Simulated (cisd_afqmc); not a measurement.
Input (AFQMC/CISD/cc-pVTZ; cisd_afqmc is a phaseless AFQMC code with CISD trial states that reads the integrals written by Ansatz):

Ansatz 0.2 input:
```python
import cisd_afqmc

open("ham.yaml", "w").write("""\
crystal:
  periodic: [false, false, false]
  atoms:
    - {symbol: O, position_ang: [0.00640949, 0.00082814, 1.39432741]}
    - {symbol: C, position_ang: [0.00085310, 0.00011022, 0.18558322]}
    - {symbol: C, position_ang: [-0.00523530, 1.28535289, -0.61238490]}
    - {symbol: C, position_ang: [-0.00038785, -1.28607943, -0.61087992]}
    - {symbol: H, position_ang: [0.00270892, 2.14131370, 0.05812234]}
    - {symbol: H, position_ang: [-0.00216277, -2.14124313, 0.06068828]}
    - {symbol: H, position_ang: [-0.88988472, 1.32626971, -1.25304412]}
    - {symbol: H, position_ang: [0.86529603, 1.32407970, -1.27214136]}
    - {symbol: H, position_ang: [0.87833452, -1.32776205, -1.25959601]}
    - {symbol: H, position_ang: [-0.87694763, -1.32558514, -1.26255883]}
basis:
  gaussian:
    orbitals: cc-pVTZ
magnetization: {spin_polarized: false}
correlation: {method: ccsd, electrons: outside_noble_gas, hamiltonian_folder: ham}
""")
rep = cisd_afqmc.ansatz("ham.yaml")
e_ccsd = rep["correlation"]["coupled_cluster"]["energy"]["hartree"]
out = cisd_afqmc.run("ham", e_ccsd, trial="CISD", walkers=1000, populations=1, threads=12, dt=0.005, steps=40, early=24, settle=10, least=100,
    cut=5e-5, rank_cut=2e-4, target=0.0004, seconds=1500, seed=4, memory=62639, gpu=True)
```

Output:

```
orbitals 200, occupied [12], factors 1060 of 1164, rank of the doubles 649 of 2256
E(HF) = -192.034080
E(CCSD) on the cut factors = -192.804803, shift to the whole factors -0.000013
Energy of the trial state on the determinant = -192.804782
  tau behind 7.2 of longer steps, mean of the populations' last blocks
   2.0  -192.83794
   4.0  -192.84459
   6.0  -192.83706
   8.0  -192.83716
  10.0  -192.83978
  12.0  -192.84192
  14.0  -192.83939
  16.0  -192.83529
  18.0  -192.83760
  20.0  -192.83507
  22.0  -192.83508
  24.0  -192.83807
  26.0  -192.83913
  28.0  -192.83920
  30.0  -192.84026
  32.0  -192.83788
  34.0  -192.83777
  36.0  -192.83770
  38.0  -192.83826
  40.0  -192.83978
  42.0  -192.83617
  44.0  -192.83677
  46.0  -192.83666
  48.0  -192.83837
  50.0  -192.84006
  52.0  -192.83869
  54.0  -192.83681
  56.0  -192.83229
  58.0  -192.84017
  60.0  -192.83785
  62.0  -192.83748
  64.0  -192.84296
  66.0  -192.83862
  68.0  -192.83932
  70.0  -192.83676
  72.0  -192.83728
blocks 352 (0 outliers left out), error by blocks joined: 1: 0.00020, 2: 0.00025, 4: 0.00029, 8: 0.00035, 16: 0.00040
E(AFQMC/CISD) = -192.83821 +/- 0.00040
```
